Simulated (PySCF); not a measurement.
# Li2+: bond curves at several levels of theory

Aim: find the lowest electronic state of Li2+, scan its bond at several levels of theory, and get bond length, wavenumber and dissociation energy from each curve.

Method: Li cc-pVTZ, no relativity; program: PySCF 2.14.0.

### 1 Input

Settings of the job:

```
atoms                         : Li, Li
charge                        : 1
basis                         : Li cc-pVTZ
Hamiltonian                   : no relativity
basis functions               : 60
electrons treated             : 5
masses in u                   : 7.0160, 7.0160
levels                        : PBE0, PBE, r²SCAN, BP86, TPSS, M06, HSE06, HF, MP2, SCS-MP2, CCSD, CCSD(T)
grid                          : 80 radial by 434 angular points
occupations                   : held fixed by the projection of orbital angular momentum
dissociation limit            : Li+ + Li, each in its ground configuration
starting distance in angstrom : 2.670
values of 2S to try           : 1, 3
```

Started as:

```
$ OMP_NUM_THREADS=1 python dia.py task.json out
```

Further steps of the session: PBE0 along the bond; PBE; r²SCAN; BP86 (GGA); TPSS; M06 (hybrid meta-GGA); HSE06 (range-separated hybrid); UHF (mean field); Correlated methods on the Hartree–Fock reference.

Before running it: what results should come out? Wanted: for each run, Re; ωe; De.

**Answer**, as computed:

Lowest PBE0 solution found, without spin–orbit coupling: ²Σg⁺ (doublet), unpaired electrons σ ↑.

```
      level  Re (Å)  ωe (cm⁻¹)  De (eV)
        UHF   3.133      259.3     1.28
    UHF-MP2   3.107      260.2     1.30
UHF-SCS-MP2   3.105      260.1     1.30
   UHF-CCSD   3.104      260.3     1.30
UHF-CCSD(T)   3.104      260.3     1.30
        PBE   3.102      242.1     1.29
       BP86   3.106      243.1     1.25
       TPSS   3.095      249.4     1.31
     r²SCAN   3.088      253.7     1.27
       PBE0   3.098      249.9     1.30
        M06   3.248      222.8     1.17
      HSE06   3.097      249.5     1.30
```

De is counted to Li+ + Li in their ground configurations.

Differences from CCSD(T) in the same basis:

```
      level  Re (mÅ)  ωe (%)
        UHF      +29    -0.4
    UHF-MP2       +3     0.0
UHF-SCS-MP2       +1    -0.1
   UHF-CCSD        0     0.0
        PBE       -2    -7.0
       BP86       +2    -6.6
       TPSS       -9    -4.2
     r²SCAN      -16    -2.5
       PBE0       -6    -4.0
        M06     +144   -14.4
      HSE06       -7    -4.1
```

In words: Against CCSD(T) in the same basis, the bond length is nearest at UHF-CCSD (0 mÅ) and farthest at M06 (+144 mÅ); the wavenumber is nearest at UHF-MP2 and UHF-CCSD (0.0 %) and farthest at M06 (-14.4 %). Of the levels with a De here, M06 gives the least (1.17 eV) and TPSS the most (1.31 eV).
